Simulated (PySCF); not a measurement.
Atoms are numbered as in `[BH2:1][N:2]=[O:3]`; H(Xn) means a hydrogen on atom n.

Geometry: PBE0-D3(BJ)/def2-SVP; GIAO shifts from PySCF 2.14, gas phase, non-relativistic, averaged over equivalent atoms.

At PBE0/cc-pVDZ (52 basis functions, 2.4 s wall time on 1 thread of an Arm Neoverse V1, shared host):
| atoms | δ (ppm) |
| --- | --- |
| B1 | -26.8 |
| N2 | 975.4 |
| O3 | 1485.1 |
| H(B1) | 5.34 |

δ = σ(ref) − σ, references computed at the same level: 11B (113.82 ppm) vs BF3·OEt2; NH3 for 15N (273.12 ppm); 17O (343.34 ppm) vs H2O; 1H (31.29 ppm) vs TMS.

Estimate the result of repeating the calculation with LC-wPBE/pcSseg-2.

## Answers


| atoms | δ at LC-wPBE/pcSseg-2 | change |
| --- | --- | --- |
| B1 | -35.2 | -8.4 |
| N2 | 1272.6 | +297.2 |
| O3 | 1934.3 | +449.2 |
| H(B1) | 6.26 | +0.92 |

Scale: BF3·OEt2 for 11B (σref 98.95); NH3 for 15N (σref 264.07); 17O (σref 332.63) vs H2O; TMS for 1H (σref 31.32) (reference shieldings calculated alike).

The largest change is at O3 (oxygen bonded to N). Cost: 136 basis functions, 7.6 s wall time on 1 thread of an Arm Neoverse V1, shared host.

The lowest triplet lies only 0.8 eV above this closed-shell state, which makes its shieldings and couplings unsafe. Unscaled 17O shifts of doubly bonded oxygen tend to come out too high, by tens of ppm or more. Experimental scales use liquid or dissolved standards, which lie at an offset from isolated NH3 (liquid NH3: subtract about 20 ppm) and H2O (liquid H2O: subtract about 36 ppm). Unscaled 15N shifts of sp2 nitrogen often come out too high even then, by a few to some tens of ppm.
